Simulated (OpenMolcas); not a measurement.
# Worked example: vertical ionisation energy of AlO (oxoaluminum)

The species is AlO (2 atoms), meant as a doublet with charge 0. SMILES: `[O]=[Al]`. The shape is that of a PBE0-D4/def2-TZVP optimisation.

```jsonl
{"atom": "O", "x (Å)": "0.0000", "y (Å)": "0.0000", "z (Å)": "-0.0249"}
{"atom": "Al", "x (Å)": "0.0000", "y (Å)": "0.0000", "z (Å)": "1.5950"}
```

Both states at this one shape; open shells run unrestricted unless said. 1 Eh = 27.2114 eV.

```tsv
level	program	doublet AlO (Eh)	singlet AlO+ (Eh)
UHF/def2-TZVPPD	OpenMolcas	-316.778412	-316.393518
UPBE0/def2-TZVPPD	OpenMolcas	-317.454188	-317.073555
```

**Question.** Work out the vertical ionisation energy at each level.

**Answer.** 
1. UHF/def2-TZVPPD: -316.393518 − (-316.778412) = 0.384894 Eh = 10.47 eV.
2. UPBE0/def2-TZVPPD: -317.073555 − (-317.454188) = 0.380633 Eh = 10.36 eV.

No measured value is set beside it here; the levels span 10.36 to 10.47 eV. Hartree–Fock favours the state with fewer electron pairs, since it lacks pair correlation.
